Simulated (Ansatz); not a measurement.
AgCl3: from a trial structure to a relaxed crystal

All numbers below come from DFT PBE, scalar-relativistic, plane waves, PAW in Ansatz 0.2.0. Cutoff 420 eV, Γ-centred k mesh, Gaussian smearing, no spin polarisation in the final step.

The start is a random cell of AgCl3 with space group P-3m1 (No. 164), drawn with lower limits on the distances.

```xyz
8
Lattice="6.0400 0.0000 0.0000 -3.0200 5.2308 0.0000 0.0000 0.0000 6.1782" Properties=species:S:1:pos:R:3 pbc="T T T"
Ag    3.0200    1.7436    3.0891
Ag    0.0000    3.4872    3.0891
Cl    1.1325    0.6538    0.8295
Cl    4.9075    0.6538    0.8295
Cl    3.0200    3.9231    0.8295
Cl    0.0000    1.3077    5.3487
Cl   -1.8875    4.5769    5.3487
Cl    1.8875    4.5769    5.3487
```

Cell and atoms relax at zero pressure; the relaxation can't lower the symmetry of the start. After a coarse first stage the cell is made exact in the group found at 0.06 Å.

Energies over the elements count from the elements' standard structures at the same level (Cl₂ as a molecule), with no empirical corrections.

Q: What does it relax into?

A: It ends in P6_3/mmc (No. 194). Conventional cell: a = 6.937 Å, c = 8.617 Å. Ag has 3 Cl at 2.31 Å; Cl has 1 Ag at 2.31 Å and 2 Cl at 2.94 Å.

```cif
data_structure
_symmetry_space_group_name_H-M 'P6_3/mmc'
_symmetry_Int_Tables_number 194
_cell_length_a 6.9375
_cell_length_b 6.9375
_cell_length_c 8.6174
_cell_angle_alpha 90.000
_cell_angle_beta 90.000
_cell_angle_gamma 120.000
_cell_volume 359.18
loop_
_atom_site_label
_atom_site_type_symbol
_atom_site_symmetry_multiplicity
_atom_site_Wyckoff_symbol
_atom_site_fract_x
_atom_site_fract_y
_atom_site_fract_z
_atom_site_occupancy
Ag1 Ag 2 d 0.66667 0.33333 0.25000 1
Cl1 Cl 6 h 0.28278 0.14139 0.25000 1
```

Q: What are its volume, energy, density and gap?

A: The volume per atom is 44.9 Å³, the density is 2.0 g/cm³ and the energy over the elements is 0.01 eV/atom. The gap on the 6×6×6 mesh is 0 eV (a metal).

The final run used a 6×6×6 mesh on its 8-atom cell and 0.10 eV smearing. For metals, differences of a few meV/atom aren't resolved. Weakly bound directions are ill-defined at this level, which has no dispersion term. A structure relaxed within its symmetry needn't be a true minimum.

Cost: 3 runs of about 6.7 core-minutes in all, on Arm Neoverse V2 (shared hosts).